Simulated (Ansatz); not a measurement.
A nudged elastic band was laid between two geometries of B2H4S (7 atoms, charge 0, multiplicity 1).

Method: RHF/def2-SVP (Ansatz 0.2.0).

```yaml
movable_images: 9
climbing_image: yes
spring: 5.0 eV/Å²
optimiser: quadratic models (default)
start_path: through a guess of the saddle point
force_threshold: 0.03 eV/Å
iteration_limit: 60
end_points: relaxed
```

Image 0:

```xyz
7
Properties=species:S:1:pos:R:3
B -0.665 0.588 -0.685
B -0.033 -0.008 0.768
S 1.337 -1.162 0.906
H -1.558 0.024 -1.259
H -0.244 1.597 -1.185
H -0.480 0.317 1.834
H 1.642 -1.358 -0.381
```

Image 10:

```xyz
7
Properties=species:S:1:pos:R:3
B -0.826 0.727 -0.768
B 0.082 -0.088 0.412
S 1.429 -1.195 -0.028
H -1.830 0.251 -1.226
H -0.515 1.822 -1.153
H -0.164 0.063 1.577
H 1.824 -1.581 1.187
```

(1) Which bonds break or form, and what moves?

(2) What energy profile does the band end with?

(3) What is the geometry of the highest image?

(4) What are the harmonic wavenumbers there?

Results:

(1) No bond is made or broken. The dihedral B1–B2–S3–H7 goes from 0 to 180°.

(2) The forces met the threshold. The highest image is number 5 of 0 to 10, 16.8 kcal/mol above the first end and 16.4 kcal/mol above the last; the last end lies 0.4 kcal/mol above the first. A vibrational analysis at the climbing image gives one clearly imaginary mode, 543i cm⁻¹: a first-order saddle point.

```tsv
image	path coordinate (Å)	energy (kcal/mol)	dihedral B1–B2–S3–H7 (°)
0	0.00	0.0	0
1	0.31	0.4	7
2	0.63	2.9	27
3	0.94	8.8	49
4	1.25	14.6	70
5	1.57	16.8	90
6	1.91	14.5	110
7	2.25	9.5	130
8	2.60	4.7	149
9	2.94	1.5	166
10	3.29	0.4	180
```

(3) 
```xyz
7
Properties=species:S:1:pos:R:3
B -0.756 0.598 -0.696
B -0.089 -0.053 0.705
S 0.959 -1.605 0.405
H -1.821 0.221 -1.107
H -0.157 1.400 -1.361
H -0.219 0.341 1.829
H 2.083 -0.902 0.225
```

(4) 543i, 153, 353, 461, 654, 708, 876, 970, 1002, 1121, 1280, 2665, 2731, 2742, 2840 cm⁻¹.

Time of the run: 45 s on 1 thread of Intel(R) Xeon(R) 6975P-C (Granite Rapids), on a shared host, peak memory 0.13 GiB.
